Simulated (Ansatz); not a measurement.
Atomisation energy: 6 cases among radicals of organics with oxygen, in kcal/mol, species as SMILES. Terms: dispersion terms only where a functional's name holds one; UHF or UKS for open shells; six Cartesian d functions in 6-31G* and its kin unless marked 5d; frozen cores in correlated levels; no spin-orbit coupling; non-relativistic; LANL2DZ all-electron up to Ne; atomisation electronic, to ground-state atoms. Basis-set limits of correlation are two-point, X^-3; Hartree-Fock from the larger set. The bracket is a focal-point correction in the basis named. Ab initio and DFT rows: single points at B3LYP-D3(BJ) geometries (Ansatz, a quantum-chemistry and plane-wave program).

Coupled cluster (Ansatz) is a level with limits of its own, used here on species with T1 under 0.025 (0.045 for open shells) and stable references: (a) RI-MP2/CBS(cc-pVTZ,cc-pVQZ)+[CCSD(T)-MP2]/cc-pVDZ; (b) RI-MP2/CBS(aug-cc-pVTZ,aug-cc-pVQZ)+[CCSD(T)-MP2]/aug-cc-pVTZ; (c) CCSD(T)/CBS(cc-pVTZ,cc-pVQZ).

```
species      atoms  coupled cluster  difference of B3LYP/6-31G* (Ansatz)  difference of B3LYP/3-21G (Ansatz)  difference of PBE0/6-31G* (Ansatz)  difference of MP2/STO-3G (Ansatz)  difference of MP2/LANL2DZ (Ansatz)  difference of PBE/def2-TZVPD (Ansatz)  difference of wB97X-V/def2-TZVPD (Ansatz)
-----------  -----  ---------------  -----------------------------------  ----------------------------------  ----------------------------------  ---------------------------------  ----------------------------------  -------------------------------------  -----------------------------------------
[O]C (CH3O)      5        400.0 (b)                                  3.3                               -11.0                                 2.8                              -18.3                               -75.1                                   12.6                                        2.5
O([CH2])CC      11        993.5 (a)                                 -2.3                               -21.4                                 3.8                              -14.4                              -162.5                                   18.6                                        0.0
C[C](OC)C       14       1288.6 (c)                                  1.0                               -19.9                                11.5                                2.9                              -200.4                                   26.7                                        3.9
[CH2]C(C)OC     14       1281.1 (c)                                 -1.2                               -22.0                                 9.3                               -1.6                              -197.8                                   23.4                                        2.2
[CH2]OC(C)C     14       1288.1 (c)                                 -1.0                               -20.6                                 9.4                                0.7                              -198.8                                   24.6                                        3.2
[CH2]C(C)CO     14       1289.5 (c)                                 -8.8                               -31.0                                 3.7                              -15.7                              -197.8                                   21.9                                        0.9
```

```tsv
level	cases	mean signed difference	mean absolute difference	median absolute difference	largest absolute difference
B3LYP/6-31G* (Ansatz)	6	-1.50	2.93	1.75	8.8
B3LYP/3-21G (Ansatz)	6	-20.98	20.98	21.00	31.0
PBE0/6-31G* (Ansatz)	6	6.75	6.75	6.55	11.5
MP2/STO-3G (Ansatz)	6	-7.73	8.93	8.65	18.3
MP2/LANL2DZ (Ansatz)	6	-172.07	172.07	197.80	200.4
PBE/def2-TZVPD (Ansatz)	6	21.30	21.30	22.65	26.7
wB97X-V/def2-TZVPD (Ansatz)	6	2.12	2.12	2.35	3.9
```

B3LYP/6-31G* lies above in 2 of 6 cases and within 2 kcal/mol in 3; mean signed difference -1.50 kcal/mol, mean absolute 2.93 kcal/mol (2.80 over the 2 cases of up to 11 atoms, 3.00 over the larger). These figures hold for the species listed.

How the rows were picked: cases drawn at random among the computed members of the class with clean coupled-cluster diagnostics. The batch they came from held 30 cases of this property in the class: 0 with a tabulated value, 24 with clean coupled cluster alone, 6 with neither, which enter no statistics. The levels are drawn from those run on every case listed, the commonest habits more often. No case is left out for the size of its miss. Left out are saddle points of the reference geometry, anions that the best level run finds unbound, excited spin states, species near biochemistry, 298 K rows of species without real B3LYP wavenumbers, cases with under five habitual levels, runs that failed or that the program found above a lower state of the same kind, table entries that another table contradicts, and a share of species set aside by lot.
